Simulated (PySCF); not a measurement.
**SF: changing the method**

Aim: see what other levels and later steps give for SF.

Method: method and basis as typed in the scripts; program: PySCF 2.14.0.

1 further run of the same task is left out (it didn't finish).

## 1. Starting geometry

SF: 2 atoms, charge 0, spin multiplicity 2.

Bond lengths: S1–F2 1.600 Å.

## 2. The base run

File input.py:

```python
from pyscf import gto, scf, cc

mol = gto.M(
    atom='S 0 0 0; F 0 0 1.6',
    basis='jorge-dzp',
    charge=0,
    spin=1,
    verbose=4,
)
mf = scf.UHF(mol)
mf.kernel()
mycc = cc.CCSD(mf, frozen=6)
mycc.kernel()
mf.dip_moment()
print('orbital energies (hartree):', [e[max(0, n-3):n+3].round(4) for e, n in zip(mf.mo_energy, mol.nelec)])
```

On the command line:

```
$ OMP_NUM_THREADS=1 python input.py
```

## 3. Polarisability

Run 1 changes step after the SCF: ccsd → polarizability.

Edit input.py of step 2 so:

```diff
@@ -1,2 +1,3 @@
-from pyscf import gto, scf, cc
+from pyscf import gto, scf
+from pyscf.prop.polarizability import uhf as pol
 
@@ -11,4 +12,4 @@
 mf.kernel()
-mycc = cc.CCSD(mf, frozen=6)
-mycc.kernel()
+print('polarizability (a.u.)')
+print(pol.Polarizability(mf).polarizability().round(4))
 mf.dip_moment()
```

## 4. ROHF

Run 2 changes SCF type: UHF → ROHF.

File input.py:

```python
from pyscf import gto, scf, cc

mol = gto.M(
    atom='S 0 0 0; F 0 0 1.6',
    basis='jorge-dzp',
    charge=0,
    spin=1,
    verbose=4,
)
mf = scf.ROHF(mol)
mf.kernel()
mycc = cc.CCSD(mf, frozen=6)
mycc.kernel()
mf.dip_moment()
print('orbital energies (hartree):', mf.mo_energy[..., max(0, mol.nelec[1]-3):mol.nelec[0]+3].round(4))
```

## 5. CCSD(T)

Run 3 changes step after the SCF: ccsd → ccsd(t).

Edit input.py of step 2 so:

```diff
@@ -13,2 +13,3 @@
 mycc.kernel()
+mycc.ccsd_t()
 mf.dip_moment()
```

## 6. CASCI (ROHF)

Run 4 changes step after the SCF: ccsd → casci; SCF type: UHF → ROHF; active space: none → 7 electrons in 6 orbitals.

File input.py:

```python
from pyscf import gto, scf, mcscf

mol = gto.M(
    atom='S 0 0 0; F 0 0 1.6',
    basis='jorge-dzp',
    charge=0,
    spin=1,
    verbose=4,
)
mf = scf.ROHF(mol)
mf.kernel()
mc = mcscf.CASCI(mf, 6, 7)
mc.kernel()
mc.analyze()
mf.dip_moment()
print('orbital energies (hartree):', mf.mo_energy[..., max(0, mol.nelec[1]-3):mol.nelec[0]+3].round(4))
```

Before running it: what results should come out? Wanted: for each run, E(SCF); from base; gap, α spin; SCF dipole; after the SCF.

**Answer**, as computed:

| run | E(SCF) (hartree) | from base (eV) | cycles | gap, α spin (eV) | SCF dipole (D) | after the SCF |
| --- | --- | --- | --- | --- | --- | --- |
| base | -496.928230 | 0 | 12 | 14.05 | 1.53 | CCSD correlation -8.340 eV, core frozen |
| polarisability | -496.928230 | 0.0000 | 12 | 14.05 | 1.53 | n/a |
| ROHF | -496.923571 | +0.1268 | 9 | n/a | 1.53 | CCSD correlation -8.463 eV, core frozen |
| CCSD(T) | -496.928230 | 0.0000 | 12 | 14.05 | 1.53 | CCSD(T) correlation -8.539 eV, core frozen |
| CASCI (ROHF) | -496.923571 | +0.1268 | 9 | n/a | 1.53 | CASCI correlation -0.291 eV |

On the same reference and core, CCSD(T) gains 8.54 eV in 1.4 s; CCSD reaches 98 % of that in 1.1 s.
